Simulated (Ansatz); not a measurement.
Compare A (`C/N=C/NC`) with its isomer B (`CNC(C)=N`).

Calculated with Ansatz (gas phase, PBE0-D4/def2-TZVP geometries, no zero-point term in ΔE). CCSD(T)/CBS adds triple-zeta CCSD(T) − MP2 to the extrapolated MP2 energy (def2 sets, frozen cores). DFT in def2-TZVPP. B3LYP here is the variant with VWN-RPA as its local correlation; programs differ in this. One conformer a species, not always the lowest.

(1) Which isomer does CCSD(T)/CBS put lower? Give the gap. (An estimate is asked.)

(2) Give E(B) − E(A) in kcal/mol with CCSD(T)/def2-TZVPP, B3LYP, r2SCAN-D4, B3LYP-D4, ωB97M-V, B2PLYP, CCSD/def2-TZVPP. (An estimate is asked.)

Largest T1 diagnostic: 0.012.

Answers

(1) The calculation gave: B, by 10.7 kcal/mol.

(2) The calculation gave: CCSD(T)/def2-TZVPP -10.2, B3LYP -8.7, r2SCAN-D4 -10.1, B3LYP-D4 -9.2, ωB97M-V -10.6, B2PLYP -9.3, CCSD/def2-TZVPP -10.3. None reverses the order clearly.

From PBE to PBE0 (25 % exact exchange), in def2-TZVPP and without D4, E(B) − E(A) moves by −0.9 kcal/mol.
